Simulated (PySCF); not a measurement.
## Fluorine: a sound run and one with changed settings

Sound run: F [He] 2s2 2p5, F⁺ [He] 2s2 2p4. Calculation: PySCF 2.14, in jorge-DZP-DKH (4s2p1d, 15 functions); the spin-free X2C one-electron Hamiltonian (Gaussian nucleus). The sound run starts from symmetry-adapted Hartree-Fock orbitals and uses a fine grid where one is needed.

Changed run: 6 angular points. This setting is unsound on purpose.

```tsv
species	method	sound run (hartree)	changed run (hartree)	converged
F	UHF	-99.48387	-99.48387	yes
F	M06-2X	-99.80966	-99.80918	yes
F	TPSS	-99.84268	-99.90012	yes
F⁺	UHF	-98.90751	-98.90751	yes
F⁺	M06-2X	-99.16654	-99.15917	yes
F⁺	TPSS	-99.20546	-99.27263	yes
```

Ionisation energy of F:

```csv
method,sound run (eV),changed run (eV)
UHF,15.684,15.684
M06-2X,17.500,17.688
TPSS,17.339,17.075
```

A coarse angular grid integrates products of high-l functions wrongly, so density functionals can shift, and the SCF can exploit the error; Hartree-Fock and MP2 need no grid.

For comparison, NIST gives 17.423 eV between the lowest levels.
